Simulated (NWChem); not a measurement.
System: chlorine (Cl2); SMILES ClCl

Input file for NWChem:

```
start job
memory heap 200 mb stack 900 mb global 1100 mb
geometry units angstroms noautosym nocenter noautoz
  Cl     0.000000     0.000000     1.021525
  Cl     0.000000     0.000000    -1.021525
end
basis spherical
  Cl library aug-cc-pvdz
end
dft
  xc b3lyp
  iterations 150
end
cosmo
  do_cosmo_smd true
  solvent water
end
task dft energy
```

Parts of the log:

```
             Northwest Computational Chemistry Package (NWChem) 7.3.0
             --------------------------------------------------------

                             Geometry "geometry" -> ""
                             -------------------------

 Output coordinates in angstroms (scale by  1.889725989 to convert to a.u.)

  No.       Tag          Charge          X              Y              Z
 ---- ---------------- ---------- -------------- -------------- --------------
    1 Cl                  17.0000     0.00000000     0.00000000     1.02152500
    2 Cl                  17.0000     0.00000000     0.00000000    -1.02152500

 Effective nuclear repulsion energy (a.u.)      74.8548615848

                                 NWChem DFT Module
                                 -----------------

 Summary of "ao basis" -> "ao basis" (spherical)
 ------------------------------------------------------------------------------
       Tag                 Description            Shells   Functions and Types
 ---------------- ------------------------------  ------  ---------------------
 Cl                       aug-cc-pvdz               11       27   5s4p2d

 in cosmo_initialize ...
 calling solv_data for solv:h2o

 solvent parameters
 solvname_short: h2o
 solvname_long:  water
 dielec:       78.4000
 dielecinf:     1.7769
 aqueous SMD model solvent descriptors
 dielec:       78.4000
 sola:          0.8200

          ---------------
          -cosmo- solvent
          ---------------
 Cosmo: York-Karplus, doi: 10.1021/jp992097l
 dielectric constant -eps-     =  78.40
 screen = (eps-1)/(eps    )    =   0.98724
 surface charge correction     = lagrangian

   van der Waals surface
 --------------------------

 ---------- ATOMIC COORDINATES (A.U.) ------------ VDWR(ANG.) --
     1    0.00000000    0.00000000    1.93040234     2.380
     2    0.00000000    0.00000000   -1.93040234     2.380
 number of segments per atom =        128
 number of   points per atom =        128
 atom (   nspa,  nppa )
 ----------------------
    1 (     92,     0 )       0
    2 (     92,     0 )       0
 number of -cosmo- surface points =      184
 molecular surface =    102.323 angstrom**2
 molecular volume  =     86.212 angstrom**3
 -lineq- algorithm             =   0
 -bem- low  level              =   3
 -bem- from -octahedral-
 gaussian surface charge width =   4.50000
 degree of switching           =   1.00000
 switching function tolerance  =   0.00010
 atomic radii =
 --------------
    1 17.000  2.380
    2 17.000  2.380
 ...... end of -cosmo- initialization ......

[...]

                                COSMO-SMD solvation results
                                ---------------------------

             internal energy in gas <Psi(g)|H|Psi(g)> =      -920.403759461726
         internal energy in solvent <Psi(s)|H|Psi(s)> =      -920.403726630302
                               delta internal energy  =         0.000032831424 (    0.02 kcal/mol)
   total free energy in solvent <Psi(s)|H+V/2|Psi(s)> =      -920.404519123597
 polarization energy contribution <Psi(s)|V/2|Psi(s)> =        -0.000792493295 (   -0.50 kcal/mol)
    total free energy in solvent including G(SMD-CDS) =      -920.403178188783
                       G(SMD-CDS) energy contribution =         0.001340934814 (    0.84 kcal/mol)
     1 M fixed-concentration free energy of solvation =         0.000581272943 (    0.36 kcal/mol)

                       DFT Final Molecular Orbital Analysis
                       ------------------------------------

 Vector   15  Occ=2.000000D+00  E=-4.109643D-01
              MO Center= -1.1D-09, -1.1D-09,  7.0D-08, r^2= 2.0D+00
   Bfn.  Coefficient  Atom+Function         Bfn.  Coefficient  Atom+Function
  ----- ------------  ---------------      ----- ------------  ---------------
     9      0.301816  1 Cl px                10      0.303083  1 Cl py
    36      0.301816  2 Cl px                37      0.303083  2 Cl py
    12      0.204599  1 Cl px                13      0.205458  1 Cl py
    39      0.204599  2 Cl px                40      0.205458  2 Cl py

 Vector   16  Occ=2.000000D+00  E=-3.175090D-01
              MO Center= -1.2D-10, -1.8D-10, -5.9D-08, r^2= 2.3D+00
   Bfn.  Coefficient  Atom+Function         Bfn.  Coefficient  Atom+Function
  ----- ------------  ---------------      ----- ------------  ---------------
     9      0.335086  1 Cl px                10     -0.334848  1 Cl py
    36     -0.335086  2 Cl px                37      0.334848  2 Cl py
    12      0.246985  1 Cl px                13     -0.246809  1 Cl py
    39     -0.246985  2 Cl px                40      0.246809  2 Cl py
    15      0.036334  1 Cl px                16     -0.036308  1 Cl py

 Vector   17  Occ=2.000000D+00  E=-3.175090D-01
              MO Center= -2.2D-09, -2.2D-09, -6.5D-08, r^2= 2.3D+00
   Bfn.  Coefficient  Atom+Function         Bfn.  Coefficient  Atom+Function
  ----- ------------  ---------------      ----- ------------  ---------------
     9      0.334848  1 Cl px                10      0.335086  1 Cl py
    36     -0.334848  2 Cl px                37     -0.335086  2 Cl py
    12      0.246809  1 Cl px                13      0.246985  1 Cl py
    39     -0.246809  2 Cl px                40     -0.246985  2 Cl py
    15      0.036308  1 Cl px                16      0.036334  1 Cl py

 Vector   18  Occ=0.000000D+00  E=-1.451754D-01
              MO Center= -5.6D-09, -5.6D-09,  7.9D-09, r^2= 2.9D+00
   Bfn.  Coefficient  Atom+Function         Bfn.  Coefficient  Atom+Function
  ----- ------------  ---------------      ----- ------------  ---------------
    11      0.482514  1 Cl pz                38      0.482514  2 Cl pz
    14      0.454186  1 Cl pz                41      0.454186  2 Cl pz
     4     -0.211923  1 Cl s                 31      0.211923  2 Cl s
     5     -0.175651  1 Cl s                 32      0.175652  2 Cl s
    17      0.168884  1 Cl pz                44      0.168884  2 Cl pz

[...]
```

Level: B3LYP/aug-cc-pVDZ, SMD on the gas-phase geometry. Coordinates come from a B3LYP/6-31G* (spherical d) optimisation. Solvent: water.
